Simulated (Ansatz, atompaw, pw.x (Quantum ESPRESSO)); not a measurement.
palladium (fcc): variants of one PAW (atompaw) potential in the solid

- Element: palladium
- Generator: atompaw 4.2.0.5
- Type: PAW
- Functional: LDA (PW92)
- Relativity: scalar-relativistic
- Frozen core: [Ar] 3d10
- Valence charge: 18
- Reference configuration: 4s2 4p6 4d9 5s1 5p0
- Partial waves: 4s (bound): rc 1.50 bohr; 5s (bound): rc 1.50 bohr; 4p (bound): rc 1.80 bohr; 5p (bound, empty): rc 2.35 bohr; 4d (bound): rc 1.90 bohr; 4d channel at 1.8 Ry: rc 2.35 bohr
- Local potential: bessel scheme, radius 1.60 bohr
- Core correction: smooth core density matched at 1.80 bohr
- Augmentation charge: sinc compensation charge, radius 1.75 bohr; PAW radius 2.35 bohr; waves and projectors: custom rrkj vanderbiltortho

Crystal test: fcc Pd in pw.x 7.5, no spin, 15³ k-points, Fermi–Dirac smearing 0.01 Ry, cutoffs set for each file from its atomic test. The reference is all-electron LAPW (Ansatz 0.2.0) with the same functional, mesh and smearing; V0 and B0 come from Birch–Murnaghan fits to the pressures at five volumes. Errors are pseudo minus all-electron; Δ is the rms difference of the E(V) curves that follow from these fits, minima aligned, over ±6 % about the mean V0. Mesh and smearing are coarse, so the numbers serve the comparison and aren't converged zero-temperature values; the lattice is a test structure that the element need not adopt.

All-electron: a0 = 3.842 Å (V0 = 14.18 Å³/atom), B0 = 225.1 GPa.

| change | cutoffs (Ry) | pw.x | a0 (Å) | a0 error (%) | B0 error (%) | Δ (meV/atom) | mean pressure error (GPa) |
| --- | --- | --- | --- | --- | --- | --- | --- |
| base | 85/850 | converged | 3.851 | +0.22 | -0.1 | 4.8 | +1.54 |
| augmentation sinc compensation charge, radius 1.75 bohr; PAW radius 2.35 bohr; waves and projectors: custom rrkj gramschmidtortho | 85/850 | converged | 3.851 | +0.23 | -0.4 | 4.9 | +1.57 |
| augmentation gaussian compensation charge, radius 1.75 bohr; PAW radius 2.35 bohr; waves and projectors: custom rrkj vanderbiltortho | 85/850 | converged | 3.850 | +0.21 | -0.2 | 4.4 | +1.43 |
| all radii scaled by about 1.13 (s 1.70, p 2.04, d 2.16 bohr); local potential bessel scheme, radius 1.82 bohr; augmentation sinc compensation charge, radius 1.98 bohr; PAW radius 2.66 bohr; waves and projectors: custom rrkj vanderbiltortho; core correction smooth core density matched at 2.04 bohr | 60/600 | converged | 3.863 | +0.53 | -1.5 | 11.2 | +3.68 |
| wave 5p (bound): rc 2.35 bohr becomes 5p (bound): rc 1.64 bohr | 85/850 | converged | 3.852 | +0.26 | -0.4 | 5.4 | +1.74 |

(1) Give the row for: reference 4s2 4p6 4d10 5s0 5p0.

Results:

(1) pw.x: converged; mean pressure error (GPa): +1.50; a0 (Å): 3.851; a0 error (%): +0.22; B0 error (%): -0.8; Δ (meV/atom): 4.7.
